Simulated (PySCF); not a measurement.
# C4H11N: the cost of one run

Programs: PySCF 2.14.0, with routines of our own; each step states its level. All values are computed. Atoms count from 0.

## (1) The system as given

16 atoms, charge 1, multiplicity 2; geometry from: GFN2-xTB.

## (2) Open-shell or spin-flip excitations: unrestricted TDA PBE0/def2-SVPD

The job: settings as JSON, then the geometry in Å.

```
{"job": {"kind": "uabs", "xc": "PBE0", "basis": "def2-SVPD", "nstates": 10, "tda": true}, "charge": 1, "multiplicity": 2}
C      1.845767    -0.597297     0.025362
C      0.826198     0.501948    -0.178526
N     -0.499540     0.206831     0.232834
C     -0.852030    -1.065456     0.734695
C     -1.496340     1.210123     0.139984
H      2.816330    -0.244834    -0.312565
H      1.601709    -1.491898    -0.543781
H      1.936267    -0.871135     1.074554
H      1.157636     1.415546     0.341585
H      0.804395     0.786698    -1.244628
H     -0.584089    -1.855668     0.023609
H     -0.296112    -1.294393     1.652906
H     -1.918210    -1.115898     0.944674
H     -2.318437     0.882092    -0.507457
H     -1.087982     2.140390    -0.250155
H     -1.943160     1.401894     1.122984
```

Method: unrestricted TDA PBE0/def2-SVPD, vertical, gas phase, core orbitals frozen in the response.

Command:

```bash
$ OMP_NUM_THREADS=1 python excited_run.py task.json out
```

This one command runs all jobs of the session in turn.

Q: Estimate the wall time and peak memory of this first job on 1 thread of Arm Neoverse V1, shared host.

About 54 s, with a peak of 0.62 GiB.
